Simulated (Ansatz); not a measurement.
## CH6Al (charge -1), SMILES [CH3][AlH3-]: a composite energy at a relaxed geometry

Run with Ansatz's Python interface.

`composite_ch6al.py`
```python
import ansatz as az
import numpy as np

system = (
    az.Crystal.molecule()
    .atom("C", (-1.0485, -0.122, 0.019))
    .atom("Al", (0.9288, 0.108, -0.0168))
    .atom("H", (-1.4897, 0.589, 0.7473))
    .atom("H", (-1.2939, -1.161, 0.3205))
    .atom("H", (-1.4618, 0.0781, -0.9909))
    .atom("H", (1.2805, 1.6039, -0.4511))
    .atom("H", (1.5625, -0.9161, -1.0654))
    .atom("H", (1.5222, -0.1801, 1.4374))
)

calc = system.calculation().basis(gaussian="def2-SVP").functional("b3lyp", dispersion="d4").charge(-1)
symbols = [site.symbol for site in system.cartesian_sites]
start = np.array([site.position_ang for site in system.cartesian_sites], dtype=float)
summary = calc.relax(force_tolerance=0.01).run().report
end = np.array(summary["positions_ang"])
print("final positions (A) and the move of each atom")
for symbol, xyz, old in zip(symbols, end, start):
    print(f"{symbol:2s} {xyz[0]:10.5f} {xyz[1]:10.5f} {xyz[2]:10.5f}   {np.linalg.norm(xyz - old):7.4f}")

minimum = az.Crystal.molecule()
for symbol, place in zip(symbols, end):
    minimum = minimum.atom(symbol, place.tolist())
at_minimum = minimum.calculation().charge(-1)
level = lambda method, basis: at_minimum.basis(gaussian=basis).correlation(method).run().report
small, large, cluster = level("mp2", "cc-pVDZ"), level("mp2", "cc-pVTZ"), level("ccsd_t", "cc-pVDZ")
corr = lambda each: (each["free_energy_ev"] - each["reference_energy_ev"]) / 27.211386246
mp2_limit = (27 * corr(large) - 8 * corr(small)) / 19
pieces = {"HF / cc-pVTZ": large["reference_energy_ev"] / 27.211386246, "MP2 correlation, DZ-TZ limit": mp2_limit, "CCSD(T) - MP2 / cc-pVDZ": corr(cluster) - corr(small)}
for name, value in pieces.items():
    print(f"{name:32s} {value:14.6f} Ha")
print(f"{'sum':32s} {sum(pieces.values()):14.6f} Ha")
print("T1 diagnostic", round(cluster["correlation"]["coupled_cluster"]["t1_diagnostic"], 4))
```

```console
$ python composite_ch6al.py
final positions (A) and the move of each atom
C    -1.06101   -0.12344    0.01921    0.0126
Al    0.96014    0.11166   -0.01739    0.0316
H    -1.55028    0.56737    0.73450    0.0656
H    -1.35821   -1.14904    0.31599    0.0656
H    -1.52287    0.06612   -0.97023    0.0656
H     1.33083    1.65457   -0.46512    0.0728
H     1.62149   -0.94303   -1.09843    0.0728
H     1.58001   -0.18442    1.48146    0.0728
HF / cc-pVTZ                        -283.303761 Ha
MP2 correlation, DZ-TZ limit          -0.330255 Ha
CCSD(T) - MP2 / cc-pVDZ               -0.049841 Ha
sum                                 -283.683857 Ha
T1 diagnostic 0.0092
```

Reading the output:
- Total energies depend on the basis set; only differences at equal settings carry meaning.
- The sum leaves out core correlation, relativity, the Hartree-Fock basis error and zero-point energy; a DZ-TZ extrapolation is rough.
- b3lyp holds the VWN-RPA fit, as in Gaussian; the form of ORCA and Turbomole is b3lyp5.
- Inner cores stay frozen, so this is valence correlation.
- For Al to Cl the sets with a tight d function, cc-pV(X+d)Z, are usual.
- Anions want diffuse functions, which this basis lacks.
- Run time: 12 s on 1 thread of Arm Neoverse V1, with other jobs on the host, peak memory 0.28 GiB.
